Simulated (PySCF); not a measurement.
**Orbital picture of LiS⁺**

M06-L at R = 2.515 Å; basis Li def2-SVP, S def2-SVP; no relativity; PySCF 2.14. State: ³Σ⁻ (triplet), unpaired electrons π ↑↑. Only the outer orbitals are listed, counted within each symmetry.

| spin | orbital | occ. | ε (eV) | on Li (%) | main shells (%) |
| --- | --- | --- | --- | --- | --- |
| α | 5σ | 1 | -24.75 | 0 | 100 S s |
| α | 2π | 1 | -14.08 | 1 | 99 S p |
| α | 2π | 1 | -14.08 | 1 | 99 S p |
| α | 6σ | 1 | -13.55 | 4 | 95 S p |
| α | 7σ | 0 | -6.53 | 99 | 85 Li s, 14 Li p |
| α | 3π | 0 | -4.57 | 99 | 98 Li p |
| α | 3π | 0 | -4.57 | 99 | 98 Li p |
| β | 5σ | 1 | -21.99 | 1 | 98 S s |
| β | 6σ | 1 | -12.53 | 7 | 92 S p |
| β | 2π | 0 | -11.04 | 2 | 98 S p |
| β | 2π | 0 | -11.04 | 2 | 98 S p |
| β | 7σ | 0 | -5.84 | 99 | 90 Li s, 9 Li p |

Task: Which are the highest filled and the lowest empty level, where do they sit, and how wide is the gap?

Result: Highest filled β 6σ at -12.53 eV (in %: 92 S p); lowest empty β 2π at -11.04 eV (in %: 98 S p); the gap at M06-L is 1.49 eV.

The bond order (Mayer) is 0.25 and the ⟨S²⟩ is 2.006. The charge on Li (Mulliken, basis-dependent) is 0.87 and the charge on Li (Löwdin, basis-dependent) is 0.67. The dipole moment (positive dipole points towards S; it is taken about the centre of mass and depends on that origin) is -8.32 D.

The state was picked by a PBE0 search and need not be the measured ground state.
